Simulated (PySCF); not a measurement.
# Computed data sheet: `ClCC1COC1`

C4H7ClO.
Z-matrix (Å and degrees, GFN2-xTB geometry), rows numbered from 1:
```
Cl
C   1  1.7859
C   2  1.5132  1  109.96
C   3  1.5369  2  115.37  1  -169.57
O   4  1.4265  3   91.57  2   115.61
C   5  1.4299  4   92.52  3     0.72
H   2  1.0906  1  107.04  3   120.95
H   2  1.0904  1  106.96  3  -121.13
H   3  1.0901  2  110.29  1    58.79
H   4  1.0942  3  115.45  2     0.32
H   4  1.0931  3  115.44  2  -129.25
H   6  1.0928  3  115.57  2   129.92
H   6  1.0932  3  115.34  2     0.33
```

Structural features include: ether and C–Cl bond.

GFN2-xTB geometry:

```yaml
Point_group_of_the_GFN2-xTB_geometry: C1
Rotational_constants_A_B_C_of_the_GFN2-xTB_geometry: 8.238, 1.502, 1.359 GHz
```

PBE0/def2-SVPD ground state and vertical TDDFT (core frozen in the response) (PySCF):

```yaml
Dipole_moment: 1.64 D
HOMO_energy: -7.52 eV
LUMO_energy: 0.28 eV
HOMO–LUMO_gap: 7.80 eV
Lowest_singlet_excitation: 6.74 eV (184 nm, f = 0.015)
Strongest_line_among_the_6_lowest_singlet_transitions: S1 at 6.74 eV (184 nm, f = 0.015)
Lowest_triplet_excitation_Tamm–Dancoff: 6.57 eV
Static_isotropic_polarisability: 63.9 au
Electronic_spatial_extent_⟨r²⟩_about_the_centre_of_nuclear_charge: 839 bohr²
```

PBE0/pcSseg-1 ground state and GIAO shieldings, non-relativistic (PySCF):

```yaml
Lowest_Hirshfeld_atomic_charge: -0.18 e on O5
Highest_Hirshfeld_atomic_charge: +0.05 e on H7/H8
13C_chemical_shifts_computed_TMS_as_zero_by_class: 76.9 (C4/C6), 53.7 (C2), 40.4 (C3) ppm
1H_chemical_shifts_computed_TMS_as_zero_by_class: 4.96 (H11/H12), 4.46 (H10/H13), 3.77 (H7/H8), 3.13 (H9) ppm
Isotropic_shieldings_of_nuclei_other_than_C_and_H_by_class: 336 (O5), 873 (Cl1) ppm
Mayer_bond_orders_between_heavy_atoms: Cl1–C2 0.99, C2–C3 0.98, C3–C4 0.99, C4–O5 0.94, O5–C6 0.93, C6–C3 1.00
```

Monoisotopic mass from the formula: 106.0185 u.

The vertical singlet–triplet gap S1 − T1 is 0.17 eV (TDDFT singlet less Tamm–Dancoff triplet; S1: HOMO→LUMO, weight 0.95; T1: HOMO→LUMO, weight 0.48, beside HOMO→LUMO+2, weight 0.30). No computed singlet falls in the visible range (750 to 380 nm, 1.65 to 3.26 eV); S1 lies 3.48 eV above its blue end. With B = h/(8π²I), that is 505.379 GHz u Å² over I, the principal moments of inertia are 61.3, 336.4 and 371.8 u Å² (most abundant isotopes); the inertial defect Ic − Ia − Ib is -25.9 u Å² (zero for a rigid planar frame, negative otherwise). The principal polarisabilities are 54.4, 61.6 and 75.7 au; their mean is the isotropic value. The largest Löwdin shares of the HOMO are 0.58 on O5, 0.10 on C6, 0.10 on C4 and 0.05 on H12.

Geometry: GFN2-xTB, one conformer, isolated molecule. NMR classes are plain means over equivalent atoms (diastereotopic ones count apart unless rotation or inversion swaps them), as if these changed places fast; in this geometry the members of some classes differ.
